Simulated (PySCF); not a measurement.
## How well do the runs reproduce experiment for C2H2O?

**The experiment to reproduce.**

From NIST CCCBDB Release 22 (SRD 101), experimental dipoles, for the gas: dipole moment (microwave Stark effect) 1.42 D.

The results are set against them at the end.

C2H2O.
SMILES with atom numbers: `[CH2:1]=[C:2]=[O:3]` (hydrogens: H4, H5 on C1)

Structure used (PBE0-D3(BJ)/def2-SVP), in Å, numbered top down from 1:
```xyz
5
C2H2O angstrom
C     -0.644   -0.063    0.235
C      0.600   -0.076   -0.190
O      1.697   -0.086   -0.567
H     -1.242   -0.973    0.180
H     -1.062    0.858    0.642
```

Runs made with PySCF (gas phase, on this PBE0-D3(BJ)/def2-SVP geometry; no spin–orbit coupling):

```json
{"level": "PBE0-D3(BJ)/def2-SVP, grid level 1", "job": "geometry optimisation from a GFN2-xTB start shaken at random", "basis functions": "52", "wall time": "4.6 s"}
```

Hardware: Arm Neoverse N1, one thread, no GPU (shared host).

## Comparison

**Dipole moment.** Measured: 1.42 D (NIST CCCBDB Release 22 (SRD 101), experimental dipoles).

| level | computed (D) | computed − measured (D) | % (from the printed values) |
| --- | --- | --- | --- |
| PBE0-D3(BJ)/def2-SVP | 1.37 | -0.05 | -4 |

The computed dipoles belong to one fixed geometry; measured ones are averaged over vibrations unless marked μe. Magnitudes are compared, not signs.

No measured geometry was used, and the causes of the misses weren't examined.
